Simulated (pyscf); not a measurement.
## Elimination: H₃C–CH(CH₃)–Br -> propene (H₂C=CH–CH₃) + hydrogen bromide (HBr)

Gas phase, singlet surface, charge 0. Bonds broken: C1–H5, C2–Br4. Bonds formed: Br4–H5. PySCF, gas phase, ωB97X-D3(BJ)/def2-SVP geometries.

Transition state (Å):

```xyz
11

C      0.2720    -0.3308    -0.5873
C     -0.7979     0.4939    -0.2098
C     -1.2855     0.6251     1.1812
Br    -2.5660    -1.5279    -1.0408
H     -0.6503    -1.1243    -0.8511
H      0.7590    -0.1460    -1.5500
H      0.8738    -0.7932     0.2026
H     -1.2832     1.1034    -0.9798
H     -0.7372     1.4805     1.6230
H     -1.0536    -0.2718     1.7719
H     -2.3608     0.8346     1.2174
```

One imaginary mode, 1297i cm⁻¹; descent along it reached the two sides named, in the forms told below.

```tsv
bond	change	reactant side (Å)	saddle	product side
C1–H5	breaks	1.099	1.245	2.455
C2–Br4	breaks	1.960	2.8	3.7
Br4–H5	forms	3.0	1.967	1.428
```

Electronic energies relative to the reactant's lowest minimum found (kcal/mol):

```tsv
level	barrier	reaction energy	reverse barrier
ωB97X-D3(BJ)/def2-TZVP	55.3	+27.2	28.1
PBE/def2-TZVP	44.9	+22.9	22.0
r²SCAN/def2-TZVP	46.9	+24.9	22.1
B3LYP-D3(BJ)/def2-TZVP	47.4	+22.5	25.0
PBE0-D3(BJ)/def2-TZVP	50.4	+27.0	23.4
M06-2X/def2-TZVP	53.0	+25.1	28.0
ωB97M-D3(BJ)/def2-TZVP	52.1	+23.2	28.9
HF/def2-TZVP	53.9	+17.5	36.4
```

With ωB97M-D3(BJ)/def2-TZVP energies and thermal terms (ideal gas, 1 atm, RRHO with modes under 100 cm⁻¹ raised to 100, one conformer, R ln 2 for chiral ones without a mode under 150 cm⁻¹), in kcal/mol:

| T (K) | ΔH‡ | ΔG‡ | ΔH | ΔG |
|---|---|---|---|---|
| 298 | 47.5 | 46.7 | +19.1 | +8.3 |
| 600 | 47.7 | 45.7 | +19.2 | -2.7 |
| 900 | 47.7 | 44.7 | +18.9 | -13.5 |
| 1200 | 47.6 | 43.8 | +18.3 | -24.2 |

On the product side the descent ends in a complex, 4.1 kcal/mol under the separated species and 32.2 kcal/mol under the saddle at ωB97X-D3(BJ)/def2-TZVP. One saddle was located; it need not be the lowest between these sides. Elements up to Kr have no core potential and no relativistic terms here.
